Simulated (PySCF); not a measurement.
CH₅N, SMILES CN (connectivity only; charge and spin as stated), charge +1, multiplicity 2.

Coordinates come from a PBE-D3(BJ)/def2-TZVP optimisation. A frequency run showed that this geometry is not a minimum. The multiplicity is an assumed one; other spin states were not compared.

The numbers are results of PBE-D3(BJ)/def2-TZVP in PySCF 2.14.0, not measurements.

Harmonic, unscaled wavenumbers; measured fundamentals usually lie a few per cent lower.

Computed harmonic wavenumbers and intensities:
```tsv
mode	ν (cm⁻¹)	IR (km/mol)	moving atoms (share of kinetic energy)
1	50i	12.3	H 99 %
2	680	162.9	H 87 %, N 12 %
3	890	17.7	H 96 %
4	956	3.2	H 69 %, C 19 %, N 12 %
5	1096	49.7	C 47 %, N 33 %, H 20 %
6	1182	7.8	H 71 %, C 20 %, N 9 %
7	1257	84.2	H 91 %
8	1344	26.4	H 93 %
9	1425	15.1	H 88 %, C 12 %
10	1587	36.0	H 88 %, N 12 %
11	2722	111.2	H 94 %
12	2986	21.3	H 95 %
13	3071	18.5	H 90 %, C 10 %
14	3371	105.8	H 96 %
15	3476	159.0	H 90 %, N 10 %
```
